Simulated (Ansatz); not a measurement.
# AlH₂NaS (SMILES [Na][S][AlH2]): a rigid scan of the angle H5–Al3–S2

The task here is to estimate one member of a computed series from the others.

Computed with Ansatz 0.2.0, Gaussian basis. Level: single points in def2-TZVPP.

Levels: PBE-D4, r2SCAN-D4, PBE0-D4, B3LYP-D4, wB97M-V, Hartree-Fock, MP2, CCSD, CCSD(T). The scan takes 103.2, 110.7, 118.2, 125.7, 133.2, 140.7, 148.2, 155.7, 163.2°.

Correlated methods freeze the cores. The outer core shell of Li, Na, Mg and K is correlated. B3LYP uses VWN-RPA correlation.

55 further runs of the same task are left out: 55 set aside as unsound or not needed.

## The system as given

The minimum, relaxed at PBE0-D4: SMILES `[Na][S][AlH2]`, 5 atoms, charge 0, spin multiplicity 1.

Atoms are counted from 1 here; the program's logs count them from 0.

Bond lengths: Na1–S2 2.551 Å, Na1–H4 2.356 Å, S2–Al3 2.104 Å, Al3–H4 1.650 Å, Al3–H5 1.585 Å. Angles: S2–Na1–H4 79.0°, Na1–S2–Al3 77.0°, S2–Al3–H4 112.1°, S2–Al3–H5 133.2°, H4–Al3–H5 114.7°, Na1–H4–Al3 91.9°.

Geometry (Å):

```tsv
atom	x (Å)	y (Å)	z (Å)
Na1	-1.43559	-1.33501	1.06519
S2	0.84950	-0.31714	1.56742
Al3	0.41990	0.41402	-0.35817
H4	-1.03947	-0.11832	-0.91322
H5	1.20567	1.35644	-1.36123
```

Energies of the minimum (eV), from earlier single points: PBE-D4 -21872.11551, r2SCAN-D4 -21881.50879, PBE0-D4 -21874.08812, B3LYP-D4 -21885.44302, wB97M-V -21882.16383, CCSD(T) -21852.09893.

At the minimum the angle H5–Al3–S2 is 133.2°.

The first run:

The input, pbe-tzvpp/in.yaml:

```yaml
crystal:
  periodic: [false, false, false]
  atoms:
    - {symbol: Na, position_ang: [-1.435595, -1.335010, 1.065190]}
    - {symbol: S, position_ang: [0.849497, -0.317141, 1.567420]}
    - {symbol: Al, position_ang: [0.419898, 0.414020, -0.358165]}
    - {symbol: H, position_ang: [-1.039471, -0.118319, -0.913219]}
    - {symbol: H, position_ang: [1.691480, 1.294946, -0.702802]}
basis:
  gaussian: {orbitals: def2-TZVPP}
hamiltonian: {xc: pbe, dispersion: d4}
output: {forces: true}
```

r2scan-tzvpp/in.yaml, as changes to pbe-tzvpp/in.yaml:

```diff
-hamiltonian: {xc: pbe, dispersion: d4}
+hamiltonian: {xc: r2scan, dispersion: d4}
```

pbe0-tzvpp/in.yaml:

```diff
-hamiltonian: {xc: pbe, dispersion: d4}
-output: {forces: true}
+hamiltonian: {xc: pbe0, dispersion: d4}
+output: {forces: true, orbitals: {seedname: orbitals}}
```

b3lyp-tzvpp/in.yaml:

```diff
-hamiltonian: {xc: pbe, dispersion: d4}
+hamiltonian: {xc: {name: B3LYP}, dispersion: d4}
```

wb97mv-tzvpp/in.yaml:

```diff
-hamiltonian: {xc: pbe, dispersion: d4}
-output: {forces: true}
+hamiltonian: {xc: {name: wB97M-V}}
```

ccsdt-tzvpp/in.yaml:

```diff
-hamiltonian: {xc: pbe, dispersion: d4}
-output: {forces: true}
+correlation: {method: ccsd_t}
```

Each run has its own folder and the same command.

Launch:

```
$ ansatz run in.yaml --threads 2 --pin off --events-out ev --progress --plain --max-ram 4352MiB
```

Steps of the session up to this table: H5–Al3–S2 = 103.2°; H5–Al3–S2 = 110.7°; H5–Al3–S2 = 118.2°; H5–Al3–S2 = 125.7°; H5–Al3–S2 = 133.2°; H5–Al3–S2 = 140.7°; H5–Al3–S2 = 148.2°; H5–Al3–S2 = 155.7°; H5–Al3–S2 = 163.2°.

One of the session's tables, all rows but one given; the rest of the session is left out.

Energies less that of the minimum at the same level (kcal/mol):

```
      angle (°)  PBE-D4  PBE0-D4  B3LYP-D4  wB97M-V  Hartree-Fock
          103.2    10.0     10.6      10.8     10.9          12.8
          110.7     5.6      6.0       6.0      6.1           7.2
          118.2     2.4      2.7       2.7      2.7           3.3
          125.7     0.6      0.7       0.7      0.7           0.9
          133.2     0.0      0.0       0.0      0.0           0.0
133.2 (minimum)     0.0      0.0       0.0      0.0           0.0
          140.7     0.7      0.7       0.7      0.7           0.7
          148.2       ?        ?         ?        ?             ?
          155.7     6.1      6.2       6.4      6.3           7.1
          163.2    10.9     11.3      11.6     11.5          13.0
```

Estimate the missing values for angle (°) = 148.2.

Worked estimate for «PBE-D4». A straight line through the neighbours (140.7, 0.7) and (155.7, 6.1) gives 0.7 + (6.1 − 0.7) × (148.2 − 140.7) / (155.7 − 140.7) = 3.4; a parabola fitted to 4 rows on both sides gives 2.7.

As computed: PBE-D4: 2.7; PBE0-D4: 2.7; B3LYP-D4: 2.8; wB97M-V: 2.7; Hartree-Fock: 3.0. In «PBE-D4» the line misses by +0.7 and the parabola by 0.0.
